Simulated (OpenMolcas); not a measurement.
**S12h/cc-pVDZ-DK (DKH8) run of BH2SF (SMILES FBS)**

What is the electrostatic solvation energy at fixed shape (PCM, dichloroethane) of BH2SF at S12h/cc-pVDZ-DK (DKH8)? 

Program for the calculation: OpenMolcas 26.06.

1 further run of the same task is left out (set aside as unsound or not needed).

### 1 The molecule

The species is BH2SF (5 atoms), meant as a singlet with charge 0. SMILES: `FBS`. Geometry: relaxed at PBE0-D4/def2-TZVP. This is one conformer, not always the lowest.

Bond lengths: F1–B2 1.322 Å, B2–S3 1.794 Å, B2–H4 1.194 Å, S3–H5 1.342 Å. Angles: F1–B2–S3 117.9°, F1–B2–H4 119.5°, S3–B2–H4 122.6°, B2–S3–H5 94.9°.

### 2 Energy and gradient at S12h/cc-pVDZ-DK (DKH8)

File run.input:

```
&GATEWAY
Coord
5
angstrom
F       -1.119100      -0.905900      -1.069200
B       -0.412800      -0.339100      -0.106100
S        0.972400       0.698600      -0.579400
H       -0.712000      -0.530900       1.033700
H        1.321400       1.003700       0.679600
Basis=cc-pVDZ-DK
Group=NoSym
&SEWARD
Relativistic=R08O02
Expert
&SCF
KSDFT=S12H
PrOrbitals=1 2
&ALASKA
```

Launch:

```bash
export MOLCAS_MEM=1860
pymolcas run.input > run.log
```

The log of the run:

```text
--- Start Module: gateway ---
[...]
--- Stop Module: gateway /rc=_RC_ALL_IS_WELL_ ---
[...]
 ###    WARNING:  EXPERT option is ON!                                       ###
 ###############################################################################
               SEWARD will generate:
[...]
      Basis functions           56
[...]
--- Start Module: scf ---
[...]
       Convergence after  11 Iterations
[...]
::    Total KS-DFT energy                            -525.3161776673
[...]
      Total spin, S                                     0.0000000000
[...]
      Total electronic charge=   32.000000
      Total            charge=   -0.000000
[...]
      Dipole Moment (debye):
      Origin of the operator (angstrom)=    0.0922    0.0292   -0.5982
                   X=  5.5339E-01               Y=  4.6428E-01               Z=  1.3888E+00           Total=  1.5654E+00
      Quadrupole Moment (debye*angstrom):
[...]
--- Stop Module: scf /rc=_RC_ALL_IS_WELL_ ---
[...]
--- Start Module: alaska ---
[...]
 *              Molecular gradients               *
 **************************************************
  Irreducible representation: a
 ------------------------------------------------------------------------------------------
                              X                       Y                       Z
 ------------------------------------------------------------------------------------------
  F1                6.76012311920537E-03    5.43672060536782E-03    9.52903619083401E-03
  B2               -6.32267601646452E-03   -4.97567415586397E-03   -5.66451207542329E-03
  S3               -4.20912839969034E-04   -1.40896897276477E-04    5.92224732472690E-03
  H4                1.29422370811683E-03    8.29282269458442E-04   -4.73957741404973E-03
  H5               -1.31075797086333E-03   -1.14943182168048E-03   -5.04719402606035E-03
 ------------------------------------------------------------------------------------------
--- Stop Module: alaska /rc=_RC_ALL_IS_WELL_ ---
[...]
```

It took 6.9 s on 1 thread of Intel Xeon Platinum 8223CL at 3.00GHz (Skylake/Cascade Lake), shared host; peak memory 0.4 GiB.

### 3 Energy and gradient at S12h/cc-pVDZ-DK (DKH8, PCM dichloroethane)

File run.input:

```
* BFH2S Kohn-Sham DFT

&GATEWAY
 Coord
 5
 angstrom
 F       -1.119100      -0.905900      -1.069200
 B       -0.412800      -0.339100      -0.106100
 S        0.972400       0.698600      -0.579400
 H       -0.712000      -0.530900       1.033700
 H        1.321400       1.003700       0.679600
 Basis=cc-pVDZ-DK
 Group=NoSym
 RF-Input
 PCM-Model
 Solvent=dichloroethane
 End of RF-Input

&SEWARD
 Relativistic=R08O02
 Expert

&SCF
 KSDFT=S12H
 PrOrbitals=1 2

&ALASKA
```

Launch:

```bash
export MOLCAS_MEM=1860
pymolcas run.input > run.log
```

The log of the run:

```text
--- Start Module: gateway ---
[...]
--- Stop Module: gateway /rc=_RC_ALL_IS_WELL_ ---
[...]
 ###    WARNING:  EXPERT option is ON!                                       ###
 ###############################################################################
               SEWARD will generate:
[...]
      Basis functions           56
[...]
--- Start Module: scf ---
[...]
       Convergence after  10 Iterations
[...]
::    Total KS-DFT energy                            -525.3215455277
[...]
      Total spin, S                                     0.0000000000
[...]
      Total electronic charge=   32.000000
      Total            charge=   -0.000000
[...]
      Dipole Moment (debye):
      Origin of the operator (angstrom)=    0.0922    0.0292   -0.5982
                   X=  5.2746E-01               Y=  4.5671E-01               Z=  1.8873E+00           Total=  2.0122E+00
      Quadrupole Moment (debye*angstrom):
[...]
--- Stop Module: scf /rc=_RC_ALL_IS_WELL_ ---
[...]
--- Start Module: alaska ---
[...]
 *              Molecular gradients               *
 **************************************************
  Irreducible representation: a
 ------------------------------------------------------------------------------------------
                              X                       Y                       Z
 ------------------------------------------------------------------------------------------
  F1                8.95029673188574E-03    7.26131119911955E-03    1.43549484096646E-02
  B2               -8.36492409276923E-03   -6.77621563326580E-03   -5.43724472489426E-03
  S3               -1.05496172783681E-03   -5.54198192311617E-04    7.95803151099950E-03
  H4                2.04609920788434E-03    2.40466985423726E-03   -1.66118388721830E-02
  H5               -1.90984723695853E-03   -1.65357741362837E-03   -6.53056904280636E-03
 ------------------------------------------------------------------------------------------
--- Stop Module: alaska /rc=_RC_ALL_IS_WELL_ ---
[...]
```

Run time: 8.7 s. Hardware: 1 thread of Intel Xeon Platinum 8223CL at 3.00GHz (Skylake/Cascade Lake), shared host; peak memory 0.4 GiB.

### 4 Results

At S12h/cc-pVDZ-DK (DKH8):

| quantity | value |
| --- | --- |
| gas phase: total energy | -525.31618 Eh |
| gas phase: dipole moment | 1.57 D |
| gas phase: HOMO energy | -8.25 eV |
| gas phase: LUMO energy | -0.45 eV |
| gas phase: HOMO–LUMO gap | 7.80 eV |
| gas phase: largest force on an atom | 0.663 eV/Å |
| PCM, dichloroethane: total energy | -525.32155 Eh |
| PCM, dichloroethane: dipole moment | 2.01 D |
| PCM, dichloroethane: HOMO energy | -8.05 eV |
| PCM, dichloroethane: LUMO energy | -0.17 eV |
| PCM, dichloroethane: HOMO–LUMO gap | 7.88 eV |
| energy change from gas to solvent at fixed shape | -0.146 eV |

In words: The solvent model (PCM, dichloroethane) lowers the energy by 0.15 eV (−3.4 kcal/mol) at the same shape. It holds the electrostatic part alone, without cavity or dispersion terms. The largest force (gas phase) is 0.66 eV/Å: the shape isn't a stationary point for this species at this level. Mulliken charges (gas phase) run from -0.10 on S3 to +0.15 on B2; they depend strongly on the basis. Mulliken charges (PCM, dichloroethane) run from -0.14 on S3 to +0.13 on H5; they depend strongly on the basis.
